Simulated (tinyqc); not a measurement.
Inside a calculation. Method: FCI on RHF in the sto-3g basis, frozen core, for HF, spin multiplicity 1. One step of it, computed by the program tinyqc.

Problem. Iteration 1: building the Fock matrix. J_ij = sum D_kl (ij|kl), K_ij = sum D_kl (ik|jl); F = H + J - 0.5 K; E = tr D H + tr D J / 2 - 0.25 tr D K + E_nn.

D at the start, lower triangle:
```
            1F 1s      1F 2s    1F 2px    1F 2py    1F 2pz     2H 1s
1F 1s    2.156929
1F 2s   -0.507043   2.135388
1F 2px   0.000000   0.000000  1.636754
1F 2py   0.000000   0.000000  0.000000  1.636754
1F 2pz   0.012339  -0.066989  0.000000  0.000000  1.539192
2H 1s   -0.015196   0.053369  0.000000  0.000000  0.171137  1.011599
```

core Hamiltonian H = T + V (hartree), lower triangle:
```
             1F 1s       1F 2s     1F 2px     1F 2py     1F 2pz      2H 1s
1F 1s   -40.490009
1F 2s    -9.500333  -10.967601
1F 2px    0.000000    0.000000  -8.642578
1F 2py    0.000000    0.000000   0.000000  -8.642578
1F 2pz   -0.009777   -0.121089   0.000000   0.000000  -8.709737
2H 1s    -1.173707   -2.719029   0.000000   0.000000  -1.908012  -4.576981
```

Two-electron integrals (ij|kl) in chemists' order, unique and non-zero (hartree):
```
(11|11) 5.403501   (21|11) 0.841920   (21|21) 0.156299   (22|11) 1.268028
(22|21) 0.292344   (22|22) 0.926167   (31|31) 0.027998   (32|31) 0.043169
(32|32) 0.204588   (33|11) 1.264502   (33|21) 0.292403   (33|22) 0.925959
(33|33) 0.997514   (41|41) 0.027998   (42|41) 0.043169   (42|42) 0.204588
(43|43) 0.053770   (44|11) 1.264502   (44|21) 0.292403   (44|22) 0.925959
(44|33) 0.889973   (44|44) 0.997514   (51|51) 0.027998   (52|51) 0.043169
(52|52) 0.204588   (53|53) 0.053770   (54|54) 0.053770   (55|11) 1.264502
(55|21) 0.292403   (55|22) 0.925959   (55|33) 0.889973   (55|44) 0.889973
(55|55) 0.997514   (61|11) 0.104420   (61|21) 0.019233   (61|22) 0.035785
(61|33) 0.035729   (61|44) 0.035729   (61|51) 0.000780   (61|52) 0.001470
(61|55) 0.035901   (61|61) 0.002391   (62|11) 0.279367   (62|21) 0.065337
(62|22) 0.232726   (62|33) 0.229240   (62|44) 0.229240   (62|51) 0.004451
(62|52) 0.035549   (62|55) 0.239467   (62|61) 0.008167   (62|62) 0.073567
(63|31) 0.006658   (63|32) 0.040141   (63|53) 0.007375   (63|63) 0.010626
(64|41) 0.006658   (64|42) 0.040141   (64|54) 0.007375   (64|64) 0.010626
(65|11) 0.196365   (65|21) 0.046494   (65|22) 0.177280   (65|33) 0.169837
(65|44) 0.169837   (65|51) 0.009418   (65|52) 0.065653   (65|55) 0.191964
(65|61) 0.006040   (65|62) 0.068829   (65|65) 0.074581   (66|11) 0.456468
(66|21) 0.108487   (66|22) 0.446613   (66|33) 0.432145   (66|44) 0.432145
(66|51) 0.008728   (66|52) 0.099422   (66|55) 0.475095   (66|61) 0.013626
(66|62) 0.186125   (66|65) 0.202796   (66|66) 0.774606
```

nuclear repulsion = 4.18505703 hartree

Give: Coulomb J; exchange K; Fock matrix F; total energy of this density.

Solution.

Coulomb J (hartree), lower triangle:
```
          1F 1s   1F 2s  1F 2px  1F 2py  1F 2pz   2H 1s
1F 1s   20.1502
1F 2s    3.8210  9.4089
1F 2px   0.0000  0.0000  9.3861
1F 2py   0.0000  0.0000  0.0000  9.3861
1F 2pz   0.0074  0.1005  0.0000  0.0000  9.4277
2H 1s    0.4708  2.3671  0.0000  0.0000  1.8357  4.8335
```

exchange K (hartree), lower triangle:
```
          1F 1s   1F 2s  1F 2px  1F 2py  1F 2pz   2H 1s
1F 1s   11.2713
1F 2s    1.9359  3.1125
1F 2px   0.0000  0.0000  2.2743
1F 2py   0.0000  0.0000  0.0000  2.2743
1F 2pz   0.0069  0.0608  0.0000  0.0000  2.3127
2H 1s    0.2642  0.9490  0.0000  0.0000  0.6823  1.1669
```

Fock matrix F (hartree), lower triangle:
```
           1F 1s    1F 2s   1F 2px   1F 2py   1F 2pz    2H 1s
1F 1s   -25.9754
1F 2s    -6.6473  -3.1149
1F 2px    0.0000   0.0000  -0.3937
1F 2py    0.0000   0.0000   0.0000  -0.3937
1F 2pz   -0.0058  -0.0511   0.0000   0.0000  -0.4384
2H 1s    -0.8350  -0.8265   0.0000   0.0000  -0.4135  -0.3270
```

total energy of this density = -99.199416 hartree

This density is the starting one; it is not idempotent, so its energy is not variational and may lie below the converged one.
